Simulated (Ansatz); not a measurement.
We consider bcc W, described by PBEsol (Ansatz, a program for electronic structure, PAW).

A relaxed, unreconstructed slab of the (210) face has 20 atoms, two equal faces of 22.247 Å² each and an energy of -205120.0461 eV. A bulk cell of 10 atoms with the same orientation and in-plane k mesh has -102565.6723 eV. Energies are extrapolated to zero smearing.

Numerical settings: plane-wave cutoff 500 eV, 18×8×1 k mesh (along the axes of the cell as run), Fermi–Dirac smearing 0.1 eV, scalar-relativistic PAW data made under PBE.

Worked out: γ = (E_slab − N E_bulk per atom)/2A = [-205120.0461 − 20 × (-102565.6723/10)]/(2 × 22.247) = 0.2539 eV/Å². With 16.022 J/m² per eV/Å² this is 4.07 J/m², or 5.65 eV per surface cell and face.
